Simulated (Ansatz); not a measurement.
**Worked example: correlation energy of Al2GaH⁺, doublet**

Geometry: that of the Al2GaH, singlet, kept fixed.

```yaml
atoms:
  - { symbol: Al, position_ang: [0.0000, -1.6024, -0.5088] }
  - { symbol: Ga, position_ang: [0.0000, 0.3290, 0.8726] }
  - { symbol: Al, position_ang: [0.0000, 0.6907, -1.6369] }
  - { symbol: H, position_ang: [0.0000, 1.6437, -2.9214] }
```

Basis cc-pVDZ; Ansatz 0.2.0. Correlated methods freeze the noble-gas cores and the filled d shells of p-block atoms, which leaves 9 electrons in 44 orbitals. R marks a restricted (for open shells ROHF) determinant, U an unrestricted one. No spin–orbit coupling is included, and no scalar relativity.

Full CI isn't at hand for all of this; UCCSDT(Q) serves as the reference, and is uncertain by about the last step of the cluster series.

Unrestricted rows (U) aren't spin-pure: their determinants' ⟨S²⟩ exceeds S(S+1) by up to 0.19, so they mix in states of higher spin.

The cluster runs stand on a determinant 0.06 eV above the lowest UHF solution, chosen by trial CCSD; the correlation energy below is counted from it.

Runs differ by some tens of microhartree through their thresholds and, for an open shell, their frozen cores, so steps under 0.03 kcal/mol mean nothing.

```csv
level,total energy (hartree)
UHF determinant under the cluster runs,-2407.353485
UMP2,-2407.497946
UCCSD,-2407.535184
UCCSD(T),-2407.546053
UCCSDT,-2407.547792
UCCSDT(Q),-2407.548887
```

**Question.** What is the correlation energy at UCCSDT(Q), and what share of it do UMP2 and UCCSD recover?

**Answer.** E(corr) = -2407.548887 − (-2407.353485) = -0.195402 hartree = -5.317 eV. UMP2: -0.144461 / -0.195402 = 73.93 %. UCCSD: -0.181699 / -0.195402 = 92.99 %.

**Question.** By how many kcal/mol does UCCSD(T) miss UCCSDT(Q) (1 hartree = 627.509 kcal/mol), and which steps make up the rest?

**Answer.** -2407.546053 − (-2407.548887) = 0.002834 hartree = 1.78 kcal/mol. Steps: UCCSDT − UCCSD(T) = -1.09, UCCSDT(Q) − UCCSDT = -0.69 kcal/mol. Differences between like states or geometries often cancel part of this.
